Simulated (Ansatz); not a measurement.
# AlHN: the cost of one run

Program: Ansatz 0.2.0, Gaussian basis. Level of theory: def2-QZVPP, core rule «outside noble gas», up to 6 orbitals frozen. These are calculated values, not measurements.

To be run: UHF; ROHF; CCSD(T) on UHF.

2 further runs of the same task are left out: 2 set aside as unsound or not needed.

## Step 1: The geometry

The geometry is a PBE0/def2-TZVP stationary point (not a proven minimum).

3 atoms, charge 0, spin multiplicity 2.

Atoms are counted from 1 here; the program's logs count them from 0.

Bond lengths: Al1–N2 1.733 Å, Al1–H3 1.580 Å. Angles: N2–Al1–H3 180.0°.

As a file:

```xyz
3

Al    0.0000    0.0000    0.0508
N     0.0000    0.0000   -1.6818
H     0.0000    0.0000    1.6309
```

## Step 2: UHF

in.yaml

```yaml
crystal:
  periodic: [false, false, false]
  atoms:
    - {symbol: Al, position_ang: [0.000000, 0.000000, 0.050833]}
    - {symbol: N, position_ang: [0.000000, 0.000000, -1.681761]}
    - {symbol: H, position_ang: [0.000000, 0.000000, 1.630928]}
basis:
  gaussian: {orbitals: "def2-QZVPP.json"}
magnetization: {spin_polarized: true, initial_magnetization: 1}
hamiltonian: {xc: hf}
output: {orbitals: {seedname: orbitals}}
```

Launch:

```sh
> ansatz run in.yaml --threads 1 --pin off --events-out ev --progress --plain --max-ram 4096MiB --backend cpu
```

**Question.** How long does this run take on 1 thread of AMD EPYC 7R13, shared host, and how much memory does it need?

About 17 s, with a peak of 0.34 GiB.
